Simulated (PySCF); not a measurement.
## Static response to an electric field

Species: methacrylamide, C4H7NO.
Structure used (GFN2-xTB), in Å, numbered top down from 1:
```xyz
13
C4H7NO angstrom
C     -0.3891    1.1953   -0.8664
C     -0.3666    0.1291   -0.0776
C     -1.5396   -0.7725    0.1347
C      0.8339   -0.2250    0.7457
N      2.0280   -0.0256    0.1363
O      0.7512   -0.6597    1.8747
H     -1.2763    1.4656   -1.4154
H      0.4521    1.8595   -0.9745
H     -1.3394   -1.7507   -0.3030
H     -2.4416   -0.3612   -0.3096
H     -1.6844   -0.9160    1.2039
H      2.8709   -0.2360    0.6445
H      2.0964    0.2977   -0.8110
```

Level: PBE0/def2-SVPD (PySCF), static field, nuclei fixed, core orbitals frozen in the response. The polarisability tensor in these axes (au):

```
x    64.47   1.55   1.60
y     1.55  57.29 -13.27
z     1.60 -13.27  60.18
```

Problem. Diagonalise the tensor; give its mean and Δα, where Δα² is half the sum of the squared differences of the eigenvalues.

Solution. Principal values 45.13, 64.72 and 72.08 au; mean 60.64 au = 8.99 Å³ = 10.00 × 10⁻⁴⁰ C²·m²/J; Δα = 24.13 au (40 % of the mean).

Problem. What is the dipole moment, and where does it point?

Solution. (0.89, 1.06, -3.32) D, 3.60 D in size, pointing from the negative to the positive side. Measured along this direction, the outermost atoms are H11 and O6 at the negative end and H8 at the positive end.

Problem. Along which axes do the principal values lie, and how far do the nuclei extend along each?

Solution. Largest value along (0.02, -0.67, 0.75), where the nuclei span 3.91 Å; middle along (0.99, 0.10, 0.06), 5.35 Å; least along (-0.11, 0.74, 0.66), 2.02 Å. The strongest response doesn't lie along the longest of the three spans.

Problem. What depolarisation ratio follows for Rayleigh scattering of linearly polarised light, taking the static tensor?

Solution. ρ = 3Δα²/(45ᾱ² + 4Δα²) = 1746.8/(165501 + 2329.0) = 0.0104.

Problem. Estimate the molar refractivity from the static electronic polarisability.

Solution. Lorentz–Lorenz: R = (4π/3)N_A α = 2.5225 cm³/(mol·Å³) × 8.99 Å³ = 22.7 cm³/mol, in the limit of long wavelengths.

Problem. In a dilute gas of rigid molecules at 250 K, how does the orientational term μ²/3kT compare with the electronic polarisability?

Solution. In Gaussian units μ²/3kT = 125.00 Å³ against 8.99 Å³, a ratio of 13.91; the Debye molar polarisation (4π/3)N_A(α + μ²/3kT) is 338.0 cm³/mol, leaving out the vibrational part.

Problem. Refractivity n − 1 of an ideal gas of it at 350 K and 1 atm, from the electronic α?

Solution. N = p/kT = 2.0968 × 10¹⁹ cm⁻³, so n − 1 = 2π × N × 8.99 × 10⁻²⁴ cm³ = 1184 × 10⁻⁶ at long wavelengths.

Isolated species at its GFN2-xTB geometry (one conformer only).
